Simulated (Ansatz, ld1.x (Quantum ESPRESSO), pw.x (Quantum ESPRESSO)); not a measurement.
barium (Ba): one change to the TM potential, in the atom and in the bcc crystal

barium, norm-conserving Troullier–Martins (Kleinman–Bylander form), made with ld1.x (Quantum ESPRESSO) 7.5 (PBE, scalar-relativistic). Core [Xe], reference 5d0 6s1.75 6p0.25. Waves: 6p (bound): rc 3.95 bohr; 5d (bound, empty): rc 3.40 bohr; 6s (bound): rc 3.00 bohr. Local part: the s channel. Core correction: a·sin(br)/r model core inside 2.90 bohr.

Change: wave 6s (bound): rc 3.00 bohr becomes 6s (bound): rc 3.22 bohr.

Cutoffs, loose and tight: the cutoffs (Ry, on a coarse ladder) from which the occupation-weighted sum of valence levels, in a spherical-Bessel basis at the reference potential, stays within 10 and 1 mRy of its value at 400 Ry. They do not see the model core or the augmentation charge, which bear on the density cutoff. Test errors are all-electron minus pseudo excitation energies from the reference, over the configurations 5d0 6s2 6p0; 5d0 6s1 6p0; 5d0 6s1.5 6p0; 5d0.5 6s1.5 6p0; 5d1 6s0 6p0; 5d0 6s0 6p1; 5d1 6s1 6p0; variants that change the core or the reference have their own tests.

Crystal test: bcc Ba in pw.x 7.5, no spin, 9³ k-points, Fermi–Dirac smearing 0.01 Ry, cutoffs set for each file from its atomic test. The reference is all-electron LAPW (Ansatz 0.2.0) with the same functional, mesh and smearing; V0 and B0 come from Birch–Murnaghan fits to the pressures at five volumes. Errors are pseudo minus all-electron; Δ is the rms difference of the E(V) curves that follow from these fits, minima aligned, over ±6 % about the mean V0. Mesh and smearing are coarse, so the numbers serve the comparison and aren't converged zero-temperature values; the lattice is a test structure that the element need not adopt.

All-electron: a0 = 5.031 Å (V0 = 63.67 Å³/atom), B0 = 8.4 GPa.

Problem. Does the change bring the crystal closer to the all-electron result?

Solution. The mean pressure error goes from +0.24 to +0.35 GPa, so the change moves the solid further from the all-electron pressures.

| quantity | base | changed |
| --- | --- | --- |
| outcome (atom) | generated | generated |
| cutoff, loose (atom) | 8 Ry | 6 Ry |
| cutoff, tight (atom) | 15 Ry | 12 Ry |
| bound ghosts (atom) | none | none |
| largest test error (meV) (atom) | -27 | -37 |
| cutoffs in pw.x (Ry) | 50/200 | 50/200 |
| a0 (Å) | 5.073 | 5.091 |
| a0 error (%) | +0.84 | +1.19 |
| B0 error (%) | +8.6 | +8.6 |
| Δ (meV/atom) | 3.2 | 4.5 |
| mean pressure error (GPa) | +0.24 | +0.35 |

Base: This is a poor potential for the solid. The logarithmic derivative shows an extra or strongly shifted pseudo pole above the reference energy (s near 1.12 Ry). Changed file: This is a poor potential for the solid. The logarithmic derivative shows an extra or strongly shifted pseudo pole above the reference energy (s near 1.56 Ry). The atomic cutoffs weigh occupied waves only.
